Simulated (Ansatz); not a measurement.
# BFH6Si: the cost of one run

All numbers below are computed with Ansatz 0.2.0 (RKS r2SCAN/6-31G*).

## 1. The system as given

Bond lengths: B1–F3 1.320 Å, B1–H4 1.190 Å, B1–Si5 2.250 Å, Si5–H6 1.460 Å, Si5–H7 1.460 Å, Si5–H8 1.460 Å, Si5–H9 1.594 Å. Angles: F3–B1–H4 120.0°, F3–B1–Si5 96.8°, H4–B1–Si5 101.3°, B1–Si5–H6 109.5°, B1–Si5–H7 109.5°, B1–Si5–H8 109.5°, B1–Si5–H9 55.9°, H6–Si5–H7 109.4°, H6–Si5–H8 109.4°, H6–Si5–H9 58.5°, H7–Si5–H8 109.4°, H7–Si5–H9 145.5°, H8–Si5–H9 105.1°.

Structure file:

```xyz
9

B     0.0000    0.0000    0.0000
H     0.0000    0.0000    1.5400
F     1.1431    0.0000   -0.6600
H    -1.0305    0.0000   -0.5950
Si    0.1008    2.1328    0.7095
H     0.6771    2.1737    2.0503
H     0.9351    2.9107   -0.2019
H    -1.2441    2.7001    0.7410
H     0.0412    0.8710    1.6809
```

## 2. A restrained relaxation towards end A

Springs on the bonds that form and break draw the guess towards this end; the thresholds are loose.

File input.yaml:

```yaml
crystal:
  periodic: [false, false, false]
  atoms:
    - { symbol: B, position_ang: [0.0, 0.0, 0.0] }
    - { symbol: H, position_ang: [0.0, 0.0, 1.54] }
    - { symbol: F, position_ang: [1.1431, 0.0, -0.66] }
    - { symbol: H, position_ang: [-1.0305, 0.0, -0.595] }
    - { symbol: Si, position_ang: [0.1008, 2.1328, 0.7095] }
    - { symbol: H, position_ang: [0.6771, 2.1737, 2.0503] }
    - { symbol: H, position_ang: [0.9351, 2.9107, -0.2019] }
    - { symbol: H, position_ang: [-1.2441, 2.7001, 0.741] }
    - { symbol: H, position_ang: [0.0412, 0.871, 1.6809] }
basis:
  gaussian: { orbitals: "6-31G*" }
hamiltonian:
  xc: r2scan
relax:
  f_tol: 0.15
  max_steps: 25
  restrain:
    - { distance: [0, 4], at: 3.15, k: 30.0 }
    - { distance: [8, 1], at: 1.86, k: 30.0 }
    - { distance: [0, 1], at: 1.19, k: 30.0 }
    - { distance: [8, 4], at: 1.46, k: 30.0 }
output:
  orbitals: {}
```

The run is started by

```bash
> ansatz run input.yaml --threads 1 --pin off --max-ram 2048MiB --backend cpu --events-out ev --progress --plain --runs-dir out
```

What time and memory should one allow on 1 thread of Arm Neoverse V2, shared host?

About 30 s, with a peak of 0.14 GiB.
